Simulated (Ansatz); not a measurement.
**H3O (doublet): the correlation ladder at distance O1–H3 along a hydrogen transfer = 0.892 Å, 6-31G**

Aim: climb from Hartree-Fock through coupled cluster and multireference methods for H3O (doublet) at one geometry and basis, and see what each rung misses.

Method: 6-31G, core rule «outside noble gas», up to 1 orbitals frozen; program: Ansatz 0.2.0, Gaussian basis.

To be run: UHF; CCSD(T) on ROHF; CCSD(T) on UHF; BCCD(T) on ROHF; CISD; CCSDT(Q) on ROHF; CCSDT(Q) on UHF; CISDTQ; CCSDTQ on ROHF; CCSDTQ on UHF; CASSCF and MRCISD+Q, 3 electrons in 3 orbitals; CASSCF and NEVPT2, 3 electrons in 3 orbitals; CASSCF and MRCISD+Q, 9 electrons in 7 orbitals; CASSCF and NEVPT2, 9 electrons in 7 orbitals; Full CI.

8 further runs of the same task are left out: 1 for a mislabelled method, 7 that didn't finish.

### 1 The system

The geometry derives from fragments relaxed apart (PBE0/def2-TZVP) and kept rigid, so it is no stationary point. A hydrogen atom is moved between rigid fragments.

4 atoms, charge 0, spin multiplicity 2.

Atoms are counted from 1 here; the program's logs count them from 0.

Bond lengths: O1–H2 0.960 Å, O1–H3 0.892 Å. Angles: H2–O1–H3 105.1°.

Coordinates:

| atom | x (Å) | y (Å) | z (Å) |
| --- | --- | --- | --- |
| O1 | -0.1364 | -0.0491 | 0.0000 |
| H2 | -0.3857 | 0.8775 | 0.0000 |
| H3 | 0.7556 | -0.0491 | 0.0000 |
| H4 | 1.7946 | -0.0491 | 0.0000 |

### 2 UHF

in.yaml

```yaml
crystal:
  periodic: [false, false, false]
  atoms:
    - {symbol: O, position_ang: [-0.136366, -0.049094, 0.000000]}
    - {symbol: H, position_ang: [-0.385676, 0.877481, 0.000000]}
    - {symbol: H, position_ang: [0.755634, -0.049094, 0.000000]}
    - {symbol: H, position_ang: [1.794634, -0.049094, 0.000000]}
basis:
  gaussian: {orbitals: 6-31G}
magnetization: {spin_polarized: true, initial_magnetization: 1}
hamiltonian: {xc: hf}
output: {orbitals: {seedname: orbitals}}
```

Command:

```sh
ansatz run in.yaml --threads 1 --pin off --events-out ev --progress --plain --max-ram 2393MiB
```

Further steps of the session: CCSD(T) on ROHF; CCSD(T) on UHF; BCCD(T) on ROHF; CISD; CCSDT(Q) on ROHF; CCSDT(Q) on UHF; CISDTQ; CCSDTQ on ROHF; CCSDTQ on UHF; CASSCF and MRCISD+Q, 3 electrons in 3 orbitals; CASSCF and NEVPT2, 3 electrons in 3 orbitals; CASSCF and MRCISD+Q, 9 electrons in 7 orbitals; CASSCF and NEVPT2, 9 electrons in 7 orbitals; Full CI.

Before running them: what should the planned runs give, taken together? Wanted: FCI below the RHF energy; RMP2 from FCI; UMP2 from FCI; RCCSD from FCI; RCCSD(T) from FCI; UCCSD(T) from FCI; RCCSDT(Q) from FCI; UCCSDT(Q) from FCI; NEVPT2 pair from FCI.

The runs gave:

| quantity | value |
| --- | --- |
| FCI below the RHF energy | -3.7613 eV |
| RMP2 from FCI | +245.5 meV |
| UMP2 from FCI | +243.7 meV |
| RCCSD from FCI | +44.0 meV |
| RCCSD(T) from FCI | +14.8 meV |
| UCCSD(T) from FCI | +14.4 meV |
| RCCSDT(Q) from FCI | -0.4 meV |
| UCCSDT(Q) from FCI | -0.4 meV |
| NEVPT2 pair from FCI | +187.6 meV |
| MRCISD+Q pair from FCI | +33.9 meV |
| NEVPT2 valence from FCI | +318.6 meV |
| levels within 1 kcal/mol (43 meV) | RCCSD(T), UCCSD(T), BCCD(T), RCCSDT, UCCSDT, CISDTQ, RCCSDT(Q), UCCSDT(Q), RCCSDTQ, UCCSDTQ, MRCISD+Q pair, MRCISD+Q valence |
| T1 diagnostic | 0.016 |
| effectively unpaired electrons | 1.01 |

What this shows: RCCSD(T) lands +14.8 meV from the yardstick (0.4 % of the correlation energy). One determinant dominates. Of the multireference levels listed MRCISD+Q valence comes nearest in total energy (+26.0 meV), which doesn't show that its space is the better one. These misses are within one basis, not against nature; the frozen cores of restricted and unrestricted runs differ, which can shift their rows.
